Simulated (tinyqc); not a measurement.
RKS/BLYP in the sto-6g basis, for LiH, spin multiplicity 1, step by step (part 2 of 2). Computed by tinyqc, a small Python program that keeps every step (integrals from PySCF). Command: `OMP_NUM_THREADS=1 python tinyqc.py 21890 21891 out.jsonl` (the two numbers bound the seeds that draw the settings). One thread of a shared host (Intel(R) Xeon(R) Processor @ 2.60GHz), about 0.8 s of CPU time with the checks.

Geometry (angstrom):
```
atom         x         y         z
Li    0.000000  0.000000  0.000000
H     0.000000  0.000000  2.184000
```

## Convergence

Stop when the energy changes by less than 1e-08 hartree and every element of the error matrix X^T (F D S - S D F) X is below 3e-05.

Course of the cycle:
```
iteration  E (hartree)     change  largest element of the error matrix
1          -7.94687540          -                             1.88e-01
2          -7.99107280  -4.42e-02                             3.35e-02
3          -7.99293798  -1.87e-03                             2.70e-02
4          -7.99405188  -1.11e-03                             2.09e-02
5          -7.99486299  -8.11e-04                             1.22e-02
6          -7.99526776  -4.05e-04                             1.30e-02
7          -7.99551822  -2.50e-04                             1.53e-02
8          -7.99569457  -1.76e-04                             1.57e-02
9          -7.99583933  -1.45e-04                             1.52e-02
10         -7.99595398  -1.15e-04                             1.41e-02
11         -7.99604541  -9.14e-05                             1.30e-02
12         -7.99611909  -7.37e-05                             1.17e-02
13         -7.99617784  -5.88e-05                             1.04e-02
14         -7.99622435  -4.65e-05                             9.24e-03
...                ...        ...                                  ...
43         -7.99637617  -1.44e-08                             1.64e-04
44         -7.99637618  -1.09e-08                             1.42e-04
45         -7.99637619  -8.20e-09                             1.24e-04
46         -7.99637619  -6.18e-09                             1.07e-04
47         -7.99637620  -4.66e-09                             9.31e-05
48         -7.99637620  -3.51e-09                             8.08e-05
49         -7.99637620  -2.65e-09                             7.02e-05
50         -7.99637621  -2.00e-09                             6.09e-05
51         -7.99637621  -1.50e-09                             5.29e-05
52         -7.99637621  -1.13e-09                             4.59e-05
53         -7.99637621  -8.55e-10                             3.99e-05
54         -7.99637621  -6.44e-10                             3.46e-05
55         -7.99637621  -4.85e-10                             3.01e-05
56         -7.99637621  -3.66e-10                             2.61e-05
```

PySCF RKS in the same basis, fine grid = -7.99771590 hartree

Converged in 56 iterations. The coarse grid moves the energy by +1.34e-03 hartree.

## Populations, bond orders and dipole

D after iteration 56, order 1Li 1s, 1Li 2s, 1Li 2px, 1Li 2py, 1Li 2pz, 2H 1s:
```
[[2.011089, -0.093547, 0.000000, 0.000000, -0.087865, -0.205203],
 [-0.093547, 0.586722, 0.000000, 0.000000, 0.275422, 0.659409],
 [0.000000, 0.000000, 0.000000, 0.000000, 0.000000, 0.000000],
 [0.000000, 0.000000, 0.000000, 0.000000, 0.000000, 0.000000],
 [-0.087865, 0.275422, 0.000000, 0.000000, 0.130258, 0.311746],
 [-0.205203, 0.659409, 0.000000, 0.000000, 0.311746, 0.746118]]
```

overlap S, order 1Li 1s, 1Li 2s, 1Li 2px, 1Li 2py, 1Li 2pz, 2H 1s:
```
[[1.000000, 0.235742, 0.000000, 0.000000, 0.000000, 0.019012],
 [0.235742, 1.000000, 0.000000, 0.000000, 0.000000, 0.261348],
 [0.000000, 0.000000, 1.000000, 0.000000, 0.000000, 0.000000],
 [0.000000, 0.000000, 0.000000, 1.000000, 0.000000, 0.000000],
 [0.000000, 0.000000, 0.000000, 0.000000, 1.000000, 0.373786],
 [0.019012, 0.261348, 0.000000, 0.000000, 0.373786, 1.000000]]
```

Mulliken: Z minus the diagonal of D S on the atom; Loewdin: the same with S^(1/2) D S^(1/2); Mayer order: 2 sum_s sum (D(s) S)_ij (D(s) S)_ji over the two atoms.

Charges (e):
```
atom   Mulliken    Loewdin
1Li    0.031078   0.023483
2H    -0.031078  -0.023483
```

Mayer bond orders:
```
pair     order
2-1   0.999034
```

dipole moment about the origin, x y z (debye): [0.000000, 0.000000, -4.681416]
